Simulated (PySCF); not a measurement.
# Potential energy of AlO⁻ along the bond

Set-up: PySCF, no relativity, basis sets Al aug-cc-pV(D+d)Z, O aug-cc-pVDZ. Energies in eV from Al + O⁻ in their ground configurations at the same level. State: ¹Σ⁺ (singlet), closed shell.

All columns are B2PLYP. A positive dipole points towards O; it is taken about the centre of mass and depends on that origin.

```
R (Å)  E (eV)  μ (D)  Mulliken charge on Al (basis-dependent)  HOMO (eV)  LUMO (eV)  Mayer bond order  ⟨S²⟩
1.418  -4.681  -0.43                                     0.36      -1.15       3.42              0.87  0.00
1.484  -5.483  -0.76                                     0.35      -1.25       3.42              0.96  0.00
1.550  -5.936  -1.10                                     0.32      -1.34       3.41              1.06  0.00
1.599  -6.108  -1.37                                     0.29      -1.40       3.40              1.13  0.00
1.649  -6.174  -1.64                                     0.26      -1.45       3.39              1.19  0.00
1.698  -6.159  -1.91                                     0.23      -1.51       3.38              1.24  0.00
1.764  -6.046  -2.29                                     0.20      -1.56       3.36              1.29  0.00
1.847  -5.804  -2.77                                     0.17      -1.61       3.34              1.34  0.00
1.946  -5.426  -3.35                                     0.15      -1.62       3.30              1.37  0.00
2.078  -4.858  -4.11                                     0.14      -1.51       3.24              1.39  0.00
```

A fit through these points gives, at Re = 1.663 Å, μ = -1.71 D and dμ/dR = -5.58 D/Å; the reduced mass is 10.04 u.

Question: How strong is the fundamental in the double-harmonic approximation, I = 42.26·(dμ/dR)²/μred km/mol?

Answer: I = 42.26·(-5.58)²/10.04 = 131 km/mol at B2PLYP.

Correlated steps freeze 6 core orbitals. For an ion De counts to the pair picked by the measured ionisation energies or electron affinities, which need not be the lowest pair at this level. B2PLYP dipoles, levels and charges come from its SCF part alone.
